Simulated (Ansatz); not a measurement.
in.yaml

```yaml
crystal:
  periodic: [false, false, false]
  atoms:
    - {symbol: B, position_ang: [0.000000, 0.000000, 0.000000]}
    - {symbol: H, position_ang: [0.000000, 0.000000, 1.485000]}
basis:
  gaussian: {orbitals: aug-cc-pVDZ}
total_charge: -1
magnetization: {spin_polarized: false, initial_magnetization: 3}
correlation: {method: fci, electrons: outside_noble_gas}
```

```sh
$ ansatz run in.yaml --threads 1 --pin off --events-out ev --progress --plain --max-ram 2393MiB
```

Output:

```
507 factors; integrals over basis functions are off by at most 2.0e-7 eV
mean field evaluation 1: about -675.8440 eV, gradient 1.6e1 eV
mean field evaluation 2: about -675.8684 eV, gradient 1.6e1 eV
mean field evaluation 4: about -682.0758 eV, gradient 4.9e0 eV
mean field evaluation 8: about -682.6634 eV, gradient 3.5e-1 eV
mean field evaluation 16: about -682.6921 eV, gradient 1.1e-6 eV
mean field evaluation 32: about -681.2045 eV, gradient 2.5e0 eV
mean field -682.69212193 eV, -25.0884727357 hartree, gradient 1.1e-6 eV, S^2 3.750000; 2 other end points of the search recorded, 0 dependent functions left out
mean field evaluation 64: about -682.7137 eV, gradient 1.5e-1 eV
1 core orbitals not correlated: weight in the atoms' cores, before any rotation towards them, 1.000 or more for the frozen orbitals, at most 0.000 for the correlated occupied ones
reference -682.69212193 eV, -25.0884727357 hartree; 4, 1 occupied and 27, 30 virtual orbitals, 507 factors
state -684.99196346 eV, -25.1729903530 hartree
Total energy: -684.99196346 eV, -25.1729903530 hartree
```

Natural occupations: 1.9246 0.9900 0.9730 0.9730 0.0369 0.0219 0.0219 0.0113 0.0088 0.0080 0.0080 0.0061 0.0061 0.0025 0.0012 0.0012 0.0012 0.0007 0.0007 0.0005 0.0005 0.0005 0.0004 0.0004.

Ran on 1 thread of AMD EPYC, shared host: 36 s wall, 0.13 GiB peak host memory.
